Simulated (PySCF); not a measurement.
Name the molecule from its bond curve

A diatomic of charge 0 contains Li. Its singlet curve at PBE0 in a triple-zeta basis (no relativity, PySCF), in eV from the separated fragments:

```json
{"R (Å)": "1.373", "E (eV)": "-2.030"}
{"R (Å)": "1.437", "E (eV)": "-2.143"}
{"R (Å)": "1.501", "E (eV)": "-2.210"}
{"R (Å)": "1.549", "E (eV)": "-2.236"}
{"R (Å)": "1.597", "E (eV)": "-2.244"}
{"R (Å)": "1.645", "E (eV)": "-2.237"}
{"R (Å)": "1.709", "E (eV)": "-2.209"}
{"R (Å)": "1.789", "E (eV)": "-2.150"}
{"R (Å)": "1.885", "E (eV)": "-2.051"}
{"R (Å)": "2.012", "E (eV)": "-1.891"}
```

The fit gives ωe = 1412 cm⁻¹ and the rotational constant Bₑ = 7.491 cm⁻¹.

Question: Which atom is the partner?

Answer: The minimum lies at 1.598 Å, so the reduced mass is 16.8576 u Å² cm⁻¹/(Bₑ·Re²) = 0.8813 u. With Li at 7.02 u the partner weighs about 1.0 u: H. The molecule is LiH.
